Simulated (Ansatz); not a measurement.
`[Li][SH]` → H• + Li• + S•  (atomization)

Calculated with Ansatz (gas phase, PBE0-D4/def2-TZVP geometries, no zero-point term in ΔE). CCSD(T)/CBS adds triple-zeta CCSD(T) − MP2 to the extrapolated MP2 energy (def2 sets, frozen cores). This one scheme is used for every species, atoms too. DFT in def2-TZVPP. HSE06 is defined as in plane-wave codes. No spin–orbit coupling; open shells (•) take unrestricted orbitals. Spin–orbit coupling would lower the free atoms: a little for S. For Li outer-core shells are correlated without core-valence functions, so the limit isn't a true one: a few kJ/mol of doubt a bond, and 10 to 20 or more in all where bonds break to atoms.

```json
{"level": "revPBE-D4", "ΔE (eV)": "7.03", "difference from CCSD(T)/CBS": "-0.34"}
{"level": "r2SCAN0-D4", "ΔE (eV)": "7.11", "difference from CCSD(T)/CBS": "-0.26"}
{"level": "HSE06-D4", "ΔE (eV)": "7.10", "difference from CCSD(T)/CBS": "-0.27"}
{"level": "ωB97M-V", "ΔE (eV)": "7.40", "difference from CCSD(T)/CBS": "0.03"}
{"level": "B2PLYP", "ΔE (eV)": "7.09", "difference from CCSD(T)/CBS": "-0.28"}
{"level": "PBE-QIDH", "ΔE (eV)": "7.04", "difference from CCSD(T)/CBS": "-0.33"}
{"level": "PBE", "ΔE (eV)": "7.17", "difference from CCSD(T)/CBS": "-0.20"}
{"level": "r2SCANh", "ΔE (eV)": "7.17", "difference from CCSD(T)/CBS": "-0.20"}
{"level": "HSE06", "ΔE (eV)": "7.08", "difference from CCSD(T)/CBS": "-0.29"}
{"level": "BHLYP", "ΔE (eV)": "6.95", "difference from CCSD(T)/CBS": "-0.42"}
{"level": "CCSD/def2-SVP", "ΔE (eV)": "6.31", "difference from CCSD(T)/CBS": "-1.06"}
{"level": "HF/def2-TZVPP", "ΔE (eV)": "4.87", "difference from CCSD(T)/CBS": "-2.50"}
{"level": "MP2/def2-TZVPP", "ΔE (eV)": "6.96", "difference from CCSD(T)/CBS": "-0.41"}
{"level": "CCSD/def2-TZVPP", "ΔE (eV)": "6.86", "difference from CCSD(T)/CBS": "-0.51"}
{"level": "CCSD/def2-QZVPP", "ΔE (eV)": "7.09", "difference from CCSD(T)/CBS": "-0.28"}
{"level": "HF/CBS(def2)", "ΔE (eV)": "4.92", "difference from CCSD(T)/CBS": "-2.45"}
{"level": "CCSD(T)/CBS", "ΔE (eV)": "7.37", "difference from CCSD(T)/CBS": "0"}
```

Largest T1 diagnostic among the species: 0.010.

The D4 term adds +0.04 eV with B3LYP and +0.02 eV with PBE0; it sums over pairs of atoms, weighted by their polarisabilities, and B3LYP, whose exchange is more repulsive, gets the larger term. From BLYP to BHLYP (50 % exact exchange), in def2-TZVPP and without D4, ΔE moves by −0.15 eV: exact exchange takes away binding that semilocal exchange gives to molecules. Leaving LDA and LC-ωPBE aside and taking each functional with its dispersion term where it has one, the values, not all of them listed here, spread over 0.42 eV, from BHLYP-D4 to ωB97M-V. LDA lies +0.95 eV from PBE without D4, its usual overbinding.

B3LYP here is the variant with VWN-RPA as its local correlation; programs differ in this.

For atomizations the MP2-based limit and the directly extrapolated one differ by several kJ/mol either way, and by 10 to 25 for some Ge, Se and Sn compounds, so smaller differences from it don't rank the levels.
